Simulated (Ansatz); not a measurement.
fcc Ni

Method: r²SCAN (PAW; Ansatz, a first-principles code).

Numerical settings: plane-wave cutoff 500 eV, 22×22×1 k mesh (along the axes of the cell as run), Fermi–Dirac smearing 0.1 eV, scalar-relativistic PAW data made under PBE.

Cell: relaxed at this level.

```
Property                              Value
--------------------------------  ---------
surface energy of the (100) face  2.57 J/m²
work function of the (100) face     4.95 eV
```

The slab of 8 atoms is relaxed and unreconstructed.

Computing time: roughly 30 core-minutes.
